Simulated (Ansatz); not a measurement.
**Tungsten, bcc: revPBE0 at the revPBE geometry**

How do the levels change when part of the exchange is made exact, and what does it cost? Spin polarisation is left out. The cell comes from an earlier revPBE relaxation. Exact exchange is dear, so the k-mesh is coarse, and revPBE is run on the same mesh for comparison.

Computed with Ansatz 0.2.0 (DFT, plane waves (420 eV) with PBE-made PAW files, scalar-relativistic; functionals as named at each step, unless a step says otherwise).

### 1 Starting point

Symmetry: Im-3m, No. 229, cubic system. The conventional cell has a = 3.194 Å, b = 3.194 Å, c = 3.194 Å, α = 90.00°, β = 90.00°, γ = 90.00°. Around W (site symmetry m-3m) lie 8 W at 2.77 Å.

Coordinates:

```cif
data_structure
_symmetry_space_group_name_H-M 'P 1'
_symmetry_Int_Tables_number 1
_cell_length_a 2.7660
_cell_length_b 2.7660
_cell_length_c 2.7660
_cell_angle_alpha 109.471
_cell_angle_beta 109.471
_cell_angle_gamma 109.471
_cell_volume 16.29
loop_
_atom_site_label
_atom_site_type_symbol
_atom_site_fract_x
_atom_site_fract_y
_atom_site_fract_z
_atom_site_occupancy
W1 W 0.00000 0.00000 0.00000 1
```

### 2 revPBE, coarse mesh

The run with revPBE.

The input, input.yaml:

```yaml
crystal:
  lattice:
    - [-1.5969614455, 1.5969614455, 1.5969614455]
    - [1.5969614455, -1.5969614455, 1.5969614455]
    - [1.5969614455, 1.5969614455, -1.5969614455]
  atoms:
    - { symbol: W, position: [0.0, 0.0, 0.0] }
hamiltonian:
  xc: revpbe
  pseudopotentials:
    kind: paw
    azcp:
      W: "pseudopotentials/W.paw.azcp"
basis:
  ecutwfc: 420
  fft_grid_basis: typed
kpoints:
  mp_grid: { grid: [7, 7, 7], shift: [0, 0, 0] }
magnetization:
  spin_polarized: false
scf:
  occupations: { method: fermi_dirac, width: 0.1 }
```

### 3 revPBE0 on the coarse mesh

The run with revPBE0.

Changes to input.yaml since step 2:

```diff
@@ -8,3 +8,3 @@
 hamiltonian:
-  xc: revpbe
+  xc: revpbe0
   pseudopotentials:
```

(Steps that only read results are left out.)

Q: Predict the outcome of this session. Wanted: revPBE: gap; revPBE0: gap.

**Answer**, as computed:

| quantity | value |
| --- | --- |
| revPBE: gap | none (levels filled in part) |
| revPBE0: gap | none (levels filled in part) |
| revPBE0: SCF cycles, exchange loops | 22, 4 |
| revPBE0: CPU time over that of revPBE | 25 |

What this shows: Neither revPBE nor revPBE0 shows a clean gap on this mesh. The hybrid took 25 times as much CPU time as revPBE on the same settings. The exchange operator of revPBE0 was renewed in 4 outer loops. The total energies in the logs cannot be compared from one functional to another.
